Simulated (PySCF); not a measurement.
Formic anhydride, C₂H₂O₃.
Atom-mapped SMILES: `[O:1]=[CH:2][O:3][CH:4]=[O:5]` (hydrogens: H6 on C2; H7 on C4)

Computed geometry: GFN2-xTB, gas phase.

Task: What internal coordinates does the optimisation give?

Result: 
```tsv
bond	length (Å)	order
O1=C2, C4=O5	1.181	double
C2–O3, O3–C4	1.364	single
C2–H6, C4–H7	1.103	single
```

Bonds in one row agree within 0.01 Å and their mean is given. Orders are formal, as drawn. A selection of angles:
```tsv
angle	degrees
O1–C2–O3	127.6
O1–C2–H6	125.8
O3–C2–H6	106.6
C2–O3–C4	122.9
```

Torsions: O1–C2–O3–C4 0° (synperiplanar); C2–O3–C4–O5 0° (synperiplanar).

The 5 heavy atoms lie in one plane (0.001 Å rms). Of the pairs four or more bonds apart, O1···O5 is among the closest relative to their van der Waals radii: 2.77 Å, 91 % of the sum of Bondi's values. The C–O distances run from 1.181 Å (O1=C2, drawn double) to 1.364 Å (O3–C4, drawn single), a spread of 0.183 Å.

Point group: C2v (every atom within 0.08 Å of its image). Stationary, but not proved a minimum. One conformer, not necessarily the lowest.
